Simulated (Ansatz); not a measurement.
# One structure, 3 elements: LiBe, NaBe, CsBe

Plane-wave DFT in Ansatz with scalar-relativistic PAW potentials, cutoff 420 eV, Γ-centred meshes chosen by cell and gap, Gaussian smearing with energies taken to zero width. Every cell was relaxed (cell and atoms) in a run of its own, within the symmetry of its start. Functional: PBE.

All members share space group Pm-3m and the same sites; only the element on one set of sites changes (Li, Na, Cs). Members needn't be the stable form of their composition. Energies over the elements, where given, are against the elements' standard states in the same functional (H₂, N₂, O₂ and halogens uncorrected, Hg as a solid). The first member:

Space group Pm-3m (No. 221). a = 2.816 Å, b = 2.816 Å, c = 2.816 Å, α = 90.00°, β = 90.00°, γ = 90.00°
| atom | site | symmetry | x | y | z |
| --- | --- | --- | --- | --- | --- |
| Li | 1a | m-3m | 0.0000 | 0.0000 | 0.0000 |
| Be | 1b | m-3m | 0.5000 | 0.5000 | 0.5000 |

```csv
compound,V (Å³/atom),a (Å),energy over elements (eV/atom)
LiBe,11.17,2.816,0.366
CsBe,42.40,4.394,1.269
```

**Question.** Predict the member with Na.

**Answer.** V (Å³/atom) 19.35, a (Å) 3.382, energy over elements (eV/atom) 0.961. Interpolating linearly in period between Li and Cs would give 18.98 Å³/atom (1.9 % too small), with 0.592 eV/atom over the elements. Over the whole series the volume grows at each step down the group; all are metallic on the mesh; none is bound against its elements in this structure, and Li comes closest.

Spin-orbit coupling is left out, which matters for the bands of heavy elements.